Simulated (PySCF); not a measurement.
Four-centre ligand exchange

Start structure (CH8BN, closed shell), relaxed at PBE0-D4/def2-TZVP:

```xyz
11
angstrom
B -0.6411 -0.0726 -0.2803
C 0.6750 0.3450 -1.1002
H -1.1084 -1.1530 -0.5921
H -1.4964 0.7920 -0.2237
H 0.2013 0.5782 1.6704
N -0.1878 -0.2801 1.2914
H 0.4267 0.4940 -2.1552
H 1.1243 1.2872 -0.7584
H 1.4652 -0.4176 -1.0797
H -0.9815 -0.5489 1.8630
H 0.5197 -1.0047 1.3691
```

The step: CH₅B ([BH2][CH3]) + NH₃ → BNH₄ ([BH2][NH2]) + CH₄; bonds formed: C2–H5; dative contacts that become bonds: B1–N6; bonds broken: B1–C2, H5–N6. Computed with PySCF 2.14 with density fitting (its default auxiliary sets; JK sets also for MP2 and CCSD(T)) (basis: def2-TZVPP and def2-QZVPP); correlated methods freeze the cores. Extrapolation: Hartree–Fock as exp(−7.88 √X), correlation as X^−2.97. Energies below are by CCSD(T) at an estimated basis limit (MP2 extrapolated from triple and quadruple zeta, plus CCSD(T) − MP2 in triple zeta).

Q: What are the electronic barrier and the energy of the step, from the start structure to the end structure? (An estimate is asked for; the value comes from the calculation.)

A: The calculation gives: Barrier 43.78 kcal/mol; step energy -9.62 kcal/mol (downhill); reverse barrier, their difference, 53.40 kcal/mol. Barrier and step energy count from the start structure, the reverse barrier from the end structure.

The saddle point: One imaginary mode of 1412i cm⁻¹.
```
 pair  start (Å)  saddle (Å)  end (Å)
B1–N6       1.65        1.57     1.39
C2–H5       2.82        1.36     1.09
B1–C2       1.61        1.83     3.64
H5–N6       1.02        1.35     3.34
```

Zero-point energy (harmonic, PBE0-D4): ZPE is 61.93 kcal/mol at the start and 57.93 kcal/mol at the saddle, so the barrier goes from 43.78 to 39.77 kcal/mol.

First-order rate constant out of the start structure at 898 K by transition-state theory, with harmonic vibrational free energies alone and no tunnelling: ΔA‡ = 40.18 kcal/mol, so k = (kB T/h) exp(−ΔA‡/kB T) ≈ 10^3 s⁻¹ (an order of magnitude at best: rotation, the number of equivalent paths and anharmonicity are left out).

T1 diagnostic: at most 0.012.

The step is the kind of exchange with an N–H group that builds nitride films in atomic layer and chemical vapour deposition.

Labels in which every atom is bracketed show which atoms are joined, not bond orders.

For scale, one of the runs: CCSD(T)/def2-TZVPP, 205 basis functions, launched by `OMP_NUM_THREADS=4 python run.py`. Hardware: 4 CPU threads of an Intel Xeon, shared host. Wall time 7.3 min; peak host memory 2.5 GiB.
